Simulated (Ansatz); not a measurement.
# BHCl2 (SMILES ClBCl): a rigid scan of the bond length B2–H4

The task here is to estimate one member of a computed series from the others.

Computed with Ansatz 0.2.0, Gaussian basis. Level: single points in def2-TZVPP.

Levels: PBE-D4, r2SCAN-D4, PBE0-D4, B3LYP-D4, wB97M-V, Hartree-Fock, MP2, CCSD, CCSD(T). The scan takes 1.021, 1.056, 1.107, 1.166, 1.233, 1.304, 1.380, 1.460, 1.543 Å.

Correlated methods freeze the cores. B3LYP uses VWN-RPA correlation.

19 further runs of the same task are left out: 19 set aside as unsound or not needed.

**The system as given**

The minimum, relaxed at PBE0-D4: SMILES `ClBCl`, 4 atoms, charge 0, spin multiplicity 1.

Atoms are counted from 1 here; the program's logs count them from 0.

Bond lengths: Cl1–B2 1.734 Å, B2–Cl3 1.734 Å, B2–H4 1.187 Å. Angles: Cl1–B2–Cl3 120.7°, Cl1–B2–H4 119.7°, Cl3–B2–H4 119.7°.

As a file:

```xyz
4
BCl2H
Cl   -1.5207   -0.6802   -0.0042
B     0.0264    0.1002   -0.0687
Cl    1.4107   -0.6145    0.6926
H     0.1390    1.1342   -0.6400
```

Energies of the minimum (eV), from earlier single points: PBE-D4 -25729.50589, r2SCAN-D4 -25738.72912, PBE0-D4 -25731.68099, B3LYP-D4 -25741.90211, wB97M-V -25739.26864, CCSD(T) -25712.38911.

At the minimum the bond length B2–H4 is 1.187 Å.

The first run:

Contents of ccsdt-tzvpp/in.yaml:

```yaml
crystal:
  periodic: [false, false, false]
  atoms:
    - {symbol: Cl, position_ang: [-1.520740, -0.680178, -0.004176]}
    - {symbol: B, position_ang: [0.026401, 0.100158, -0.068738]}
    - {symbol: Cl, position_ang: [1.410714, -0.614525, 0.692605]}
    - {symbol: H, position_ang: [0.123296, 0.989825, -0.560210]}
basis:
  gaussian: {orbitals: def2-TZVPP}
correlation: {method: ccsd_t}
```

No record of the launch command was kept for these runs.

Among the steps run: B2–H4 = 1.021 Å; B2–H4 = 1.056 Å; B2–H4 = 1.107 Å; B2–H4 = 1.166 Å; B2–H4 = 1.233 Å; B2–H4 = 1.304 Å; B2–H4 = 1.380 Å; B2–H4 = 1.460 Å; B2–H4 = 1.543 Å.

One of the session's tables, all rows but one given; the rest of the session is left out.

It belongs to the step «The curves». Energies less that of the minimum at the same level (kcal/mol):

```
bond length (Å)  PBE-D4  PBE0-D4  B3LYP-D4  wB97M-V  Hartree-Fock
          1.021    10.9     10.4       9.7      9.7           9.7
          1.056     6.5      6.0       5.6      5.5           5.4
          1.107     2.3      2.0       1.8      1.7           1.6
          1.166     0.2      0.1       0.1      0.0           0.0
1.187 (minimum)     0.0      0.0       0.0      0.0           0.0
          1.233       ?        ?         ?        ?             ?
          1.304     2.7      3.3       3.5      3.6           4.1
          1.380     6.9      7.8       8.1      8.5           9.4
          1.460    12.4     13.8      13.9     14.8          16.2
          1.543    19.0     20.9      21.0     22.1          24.3
```

Q: Estimate the row for bond length (Å) = 1.233 from the others.

As computed: PBE-D4: 0.4; PBE0-D4: 0.6; B3LYP-D4: 0.7; wB97M-V: 0.7; Hartree-Fock: 0.9.

Caveats from the session: A polynomial through the near points puts the CCSD(T) minimum 0.004 Å below the PBE0-D4 value.
